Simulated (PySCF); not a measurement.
Static response to an electric field

C2H6Si.
Atom-mapped SMILES: `[CH2:1]1[CH2:2][SiH2:3]1` (hydrogens: H4, H5 on C1; H6, H7 on C2; H8, H9 on Si3)

Cartesian coordinates in Å at the GFN2-xTB level; atoms count from 1:
```
atom  x, y, z in Å
C1    -0.6181    0.7007    0.1944
C2    -0.5094   -0.7411   -0.3202
Si3    1.1433    0.0436    0.1188
H4    -1.1129    0.8247    1.1475
H5    -0.9586    1.4334   -0.5239
H6    -0.7819   -0.8947   -1.3550
H7    -0.9376   -1.5033    0.3157
H8     1.7866   -0.3498    1.3591
H9     2.0023    0.4926   -0.9617
```

Level: B3LYP/def2-SVPD (PySCF), static field, nuclei fixed, core orbitals frozen in the response. The polarisability tensor in these axes (au):

```
x   62.87  0.48  1.73
y    0.48 48.17  0.78
z    1.73  0.78 46.60
```

Q: Give the principal values, the mean and the anisotropy Δα = √{½[(α1 − α2)² + (α2 − α3)² + (α1 − α3)²]}.

A: Principal values 46.16, 48.41 and 63.07 au; mean 52.55 au = 7.79 Å³ = 8.66 × 10⁻⁴⁰ C²·m²/J; Δα = 15.90 au (30 % of the mean).

Q: What is the dipole moment?

A: 0.06 D at this geometry.

Q: Sum over states: ᾱ = Σ f/ω², ω in Eh. What share falls to these 8 lowest TDDFT singlets (eV, f)? 6.07, 0.0017; 6.23, 0.2059; 6.55, 0.0327; 6.99, 0.0044; 7.03, 0.0000; 7.32, 0.0099; 7.58, 0.0001; 7.78, 0.0005.

A: They add up to 4.74 au, 9.0 % of the 52.55 au; the largest single term is 3.93 au, from the state at 6.23 eV. Terms in order: 0.03, 3.93, 0.56, 0.07, 0.00, 0.14, 0.00, 0.01 au. Higher excitations give the rest. The strengths listed sum to 0.255.

Q: What would n − 1 = 2πNα be for an ideal gas of these molecules at 298.15 K and 1 atm, electronic part alone?

A: N = p/kT = 2.4615 × 10¹⁹ cm⁻³, so n − 1 = 2π × N × 7.79 × 10⁻²⁴ cm³ = 1204 × 10⁻⁶ at long wavelengths, for an ideal gas.

Q: Along which axes do the principal values lie, and how far do the nuclei extend along each?

A: Largest value along (0.99, 0.04, 0.11), where the nuclei span 2.86 Å; middle along (-0.07, 0.94, 0.34), 2.48 Å; least along (-0.09, -0.34, 0.94), 2.48 Å. 

Isolated species at its GFN2-xTB geometry, gas phase.

These values come from a run that also computed excited states. Time: 4.5 s wall. Hardware: one thread, Arm Neoverse V2, on a shared host.
